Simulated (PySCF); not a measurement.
Species: s-BuOMe, C5H12O.
Numbering: `[CH3:1][CH2:2][C@H:3]([CH3:4])[O:5][CH3:6]` (hydrogens: H7, H8, H9 on C1; H10, H11 on C2; H12 on C3; H13, H14, H15 on C4; H16, H17, H18 on C6)

The same species was optimised twice, with GFN2-xTB and with PBE0-D3(BJ)/def2-SVP (PySCF), and the same property calculations (PySCF, gas phase) were run on both structures.

| coordinate | GFN2-xTB | PBE0-D3(BJ)/def2-SVP | change |
| --- | --- | --- | --- |
| C2–C3 (Å) | 1.532 | 1.521 | -0.011 |
| C3–C4 (Å) | 1.531 | 1.522 | -0.009 |
| O5–C6 (Å) | 1.401 | 1.392 | -0.009 |
| C3–O5 (Å) | 1.419 | 1.410 | -0.009 |
| C1–C2 (Å) | 1.524 | 1.519 | -0.005 |
| C1–C2–C3 (°) | 112.0 | 113.4 | +1.4 |
| C2–C3–C4 (°) | 110.9 | 112.2 | +1.3 |
| C2–C3–O5 (°) | 106.7 | 107.0 | +0.3 |
| C3–O5–C6 (°) | 115.2 | 115.4 | +0.2 |
| C4–C3–O5 (°) | 112.0 | 111.7 | -0.3 |
| C1–C2–C3–C4 (°) | -170 | -177 | -7 |
| C2–C3–O5–C6 (°) | -160 | -161 | -1 |

Rotational constants: A = 4573, B = 2621, C = 1833 MHz (GFN2-xTB) against A = 4592, B = 2660, C = 1843 MHz (PBE0-D3(BJ)/def2-SVP). Point groups within 0.08 Å: C1 and C1. Atoms that the bonding makes alike are paired by their places after alignment.

On the GFN2-xTB structure: HOMO (eV) -7.24 [PBE0/pcSseg-1]; LUMO (eV) 1.55 [PBE0/pcSseg-1]; dipole (D) 1.22 [PBE0/pcSseg-1]; GIAO shielding of C1 (ppm) 173.2 [PBE0/pcSseg-1]; GIAO shielding of C2 (ppm) 151.3 [PBE0/pcSseg-1]; GIAO shielding of C3 (ppm) 103.6 [PBE0/pcSseg-1]; GIAO shielding of C4 (ppm) 167.0 [PBE0/pcSseg-1]; GIAO shielding of O5 (ppm) 292.9 [PBE0/pcSseg-1]; GIAO shielding of C6 (ppm) 128.0 [PBE0/pcSseg-1].

Question: What do these properties become on the PBE0-D3(BJ)/def2-SVP structure?

Answer: 
```csv
property,level,on GFN2-xTB,on PBE0-D3(BJ)/def2-SVP,change
HOMO (eV),PBE0/pcSseg-1,-7.24,-7.28,-0.04
LUMO (eV),PBE0/pcSseg-1,1.55,1.51,-0.04
dipole (D),PBE0/pcSseg-1,1.22,1.20,-0.02
"energy, GFN2-xTB geometry as zero (kcal/mol)",PBE0/pcSseg-1,0.0,-0.5,-0.5
GIAO shielding of C1 (ppm),PBE0/pcSseg-1,173.2,171.8,-1.4
GIAO shielding of C2 (ppm),PBE0/pcSseg-1,151.3,150.7,-0.6
GIAO shielding of C3 (ppm),PBE0/pcSseg-1,103.6,105.7,+2.1
GIAO shielding of C4 (ppm),PBE0/pcSseg-1,167.0,165.9,-1.1
GIAO shielding of O5 (ppm),PBE0/pcSseg-1,292.9,294.9,+2.0
GIAO shielding of C6 (ppm),PBE0/pcSseg-1,128.0,127.8,-0.2
```

The heavy atoms differ by 0.047 Å rms after alignment. Among bonds between heavy atoms C2–C3 changes most (-0.011 Å). Changes are differences of the printed values. Neither structure is proved a minimum here.

The values belong to the conformer `[CH3:1][CH2:2][C@H:3]([CH3:4])[O:5][CH3:6]`: C1–C2–C3–C4 -177°, C2–C3–O5–C6 -161°.
